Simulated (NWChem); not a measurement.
Species: dimethyl ether (C$_{2}$H$_{6}$O); SMILES COC

All runs: NWChem. Pople sets run with spherical d functions. The geometry was optimised at PBE0/def2-SVP. Static field.

```tsv
level	isotropic polarisability (bohr³)	anisotropy (bohr³)
PBE/6-31+G*	31.1	6.1
B3LYP/6-31+G*	30.0	5.6
BHandHLYP/6-31+G*	[?]	[?]
Hartree-Fock/6-31+G*	27.5	4.5
```

**Question.** What belongs in the gaps?

**Answer.** 
- BHandHLYP/6-31+G*, isotropic polarisability (bohr³): 28.7
- BHandHLYP/6-31+G*, anisotropy (bohr³): 5.1
